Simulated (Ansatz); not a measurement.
# How far each method lies from full CI for [H···H···SiH], doublet

Geometry: a point of a hydrogen-transfer path between rigid fragments, not a stationary point.

```csv
atom,x (Å),y (Å),z (Å)
H,-2.3990,0.0479,0.0000
H,-1.6060,0.0479,0.0000
Si,0.1250,0.0479,0.0000
H,0.5215,-1.4316,0.0000
```

Basis 6-31G; Ansatz 0.2.0. Correlated methods freeze the noble-gas cores, which leaves 7 electrons in 14 orbitals. R marks a restricted (for open shells ROHF) determinant, U an unrestricted one. Active spaces: pair = (3e, 3o) about the gap; valence = (7e, 7o) chosen from the atoms' valence shells.

Full CI is exact within this basis and frozen core; it isn't the basis-set limit. The frozen core follows each run's orbitals, which can shift R against U totals by a few meV.

For open shells CISD and CISDTQ are restricted-active-space CI with the open shells as a complete middle space.

* UHF ⟨S²⟩: 0.762
* T1 diagnostic (RCCSD): 0.0166
* largest doubles amplitude (RCCSD): 0.089
* T1 diagnostic (UCCSD): 0.0137

```csv
level,E − E(full CI) (kJ/mol),share of correlation (%),wall time
RHF,201.1,0.00,–
UHF,197.3,1.90,–
RMP2,62.7,68.80,–
UMP2,62.3,69.02,–
CISD,9.6,95.22,0.33 s
RCCSD,2.7,98.65,–
UCCSD,2.7,98.65,–
RCCSD(T),0.9,99.56,0.94 s
UCCSD(T),0.9,99.57,0.57 s
BCCD(T),0.9,99.56,0.51 s
RCCSDT,0.1,99.93,–
UCCSDT,0.1,99.93,–
CISDTQ,0.1,99.93,1.2 s
RCCSDT(Q),0.0,99.98,1.8 s
UCCSDT(Q),0.0,99.98,1.6 s
RCCSDTQ,0.0,100.00,10 s
UCCSDTQ,0.0,100.00,9.5 s
CASSCF (pair space),149.4,25.72,–
NEVPT2 (pair space),53.6,73.36,0.24 s
MRCISD (pair space),6.4,96.83,–
MRCISD+Q (pair space),-1.6,100.80,0.48 s
CASSCF (valence space),62.6,68.85,–
NEVPT2 (valence space),19.8,90.17,1.6 s
MRCISD (valence space),2.1,98.93,–
MRCISD+Q (valence space),1.1,99.46,1.5 s
```

The correlation energy at full CI, counted from RHF, is -2.084 eV. That run took 1.2 s on 1 thread of Intel Xeon Platinum 8375C, shared host over 176,132 determinants.

Times hold each run's SCF and search for its determinant on a shared host, so for small cases they say little of a method's own cost; they ran on 1 thread of Intel Xeon Platinum 8375C.

Not variational, and here over 5 meV under the exact energy: MRCISD+Q (pair space).

The full-CI state has the irrep A'' of Cs, in the program's axes.

Natural occupations of full CI about the gap: 1.973 1.964 1.927 0.997 0.058 0.036 0.019 0.007 0.007 0.005; effectively unpaired electrons, Σ n²(2−n)², 1.05.
